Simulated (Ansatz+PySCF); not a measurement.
**singlet H₂S: levels of theory in one basis**

```yaml
atoms:
  - { symbol: S, position_ang: [0.0000, 0.0000, -0.1040] }
  - { symbol: H, position_ang: [0.0000, 0.9715, 0.8321] }
  - { symbol: H, position_ang: [0.0000, -0.9715, 0.8321] }
```

Basis set: 6-31G (spherical functions). Frozen core: 5 orbitals. Charge 0, multiplicity 1.

Computed with Ansatz (development build ahead of 0.2.0) and PySCF 2.14.0; each method stands on the lowest determinant of its kind that the runs found.

| method | E − E(RHF) (eV) | <S²> of the determinant |
| --- | --- | --- |
| RHF | 0.00 | – |
| RHF-CCSD | -2.02 | – |
| RHF-CCSD(T) | -2.03 | – |
| full CI (lowest root of this spin) | -2.04 | – |

(1) What does RHF-MP2 give on the same scale?

Results:

(1) -1.59 eV.
